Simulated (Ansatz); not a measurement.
`FC1N=C(Cl)O1` + H₂O → `OC1=NC(F)O1` + HCl at 298.15 K and 1 bar (formal hydrolysis of a C–Cl bond).

Calculated with Ansatz (gas phase, PBE0-D4/def2-TZVP geometries, no zero-point term in ΔE). CBS: MP2 limit from def2 TZ/QZ plus the TZ coupled-cluster correction, frozen cores. This one scheme is used for every species. One conformer a species, not always the lowest.

```
       species  CCSD(T)/CBS energy (Eh)  H − E (kJ/mol)  S (J/(mol·K))
`FC1N=C(Cl)O1`               -766.07996           108.3          307.7
           H₂O                -76.37941            66.4          188.7
 `OC1=NC(F)O1`               -382.09327           146.3          298.8
           HCl               -460.38127            26.6          186.8
```

H − E and S are ideal-gas, rigid-rotor, harmonic terms from PBE0-D4/def2-TZVP, for one conformer and one mirror image of each species. 1 Eh = 2625.50 kJ/mol, R = 8.31446 J/(mol·K).

**Question.** By hand: ΔE, ΔH, ΔS and ΔG.

**Answer.** ΔE = (-382.09327) + (-460.38127) − (-766.07996) − (-76.37941) = -0.01517 Eh = -39.8 kJ/mol. Δ(H − E) = 146.3 + 26.6 − 108.3 − 66.4 = -1.8, so ΔH = -41.6 kJ/mol. ΔS = 298.8 + 186.8 − 307.7 − 188.7 = -10.8 J/(mol·K). ΔG = -41.6 − 298.15 × (-10.8)/1000 = -38.4 kJ/mol.

**Question.** By hand: the equilibrium constant, and the temperature at which ΔG would vanish if ΔH and ΔS stayed fixed.

**Answer.** log₁₀ K = −ΔG/(RT ln 10) = 6.7. ΔG = 0 at ΔH/ΔS = 3852 K, far beyond where these terms or the molecules hold.

The number of gas molecules stays the same, so ΔS is small and ΔH decides. A doubt of 5 kJ/mol in ΔE shifts log₁₀ K by 0.9 here. Other conformers and mirror images would add mixing entropy, several J/(mol·K) or more a flexible species. These are equilibria of isolated gas molecules and say nothing of rates. Largest T1 diagnostic: 0.014 (customary marks: 0.02 for closed shells, 0.045 for open ones).
